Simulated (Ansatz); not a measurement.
Working through vertical spin-state energies of C₃H₆F, SMILES CC[CH]F

Computed with the Ansatz DFT code, driven from Python.

At the Python prompt:
```pycon
>>> import ansatz as az
>>> GEOMETRY = """
... C    -0.81700    0.63330   -0.35830
... C    -0.05770   -0.16940    0.59690
... C     1.15890   -0.69080   -0.02490
... F     1.45670   -0.74020   -1.34590
... H    -1.17530    0.08580   -1.25950
... H    -1.76730    1.07230    0.12080
... H    -0.26100    1.54040   -0.72180
... H    -0.62340   -0.98980    0.94260
... H     0.21060    0.45300    1.51650
... H     1.95850   -1.24570    0.53650
... """
>>> geometry = az.Crystal.molecule()
>>> for line in GEOMETRY.strip().splitlines():
...     symbol, *xyz = line.split()
...     geometry = geometry.atom(symbol, [float(v) for v in xyz])
...
>>> model = (
...     geometry.calculation()
...     .basis(gaussian="cc-pVDZ")
...     .correlation("MP2")
... )
>>> found = {}
>>> for unpaired in [1, 3]:
...     report = model.spin("collinear", total=unpaired).run(threads=1).report
...     s = unpaired / 2
...     found[unpaired] = report["free_energy_ev"]
...     print(f"2S+1 = {unpaired + 1}: E = {found[unpaired]:.5f} eV, <S^2> = {abs(report['mean_field']['state']['spin_squared']):.3f} (pure state {s * (s + 1):.2f})")
...
2S+1 = 2: E = -5906.72045 eV, <S^2> = 0.765 (pure state 0.75)
2S+1 = 4: E = -5896.72941 eV, <S^2> = 3.774 (pure state 3.75)
>>> lowest = min(found, key=found.get)
>>> for unpaired, e in found.items():
...     print(f"multiplicity {unpaired + 1}: {(e - found[lowest]):.3f} eV above the lowest")
...
multiplicity 2: 0.000 eV above the lowest
multiplicity 4: 9.991 eV above the lowest
```

In order: multiplicity 2 (+0.00 eV) and multiplicity 4 (+9.99 eV), all at the one geometry.

Reading the output:
- These settings explore the input space; basis and method may be short of convergence.
- The geometry is a force-field or estimated start, not a minimum of this method, and the basis set is short of its limit. All parts are taken at fixed geometry, without zero-point energy.
- The species is open-shell (spin multiplicity 2).
- S² is that of the Hartree-Fock reference.
- Finished in 14 s on 1 thread of Arm Neoverse V1 (shared host), peak memory 0.24 GiB.

(Lines on the test bed's own set-up are left out of the output.)
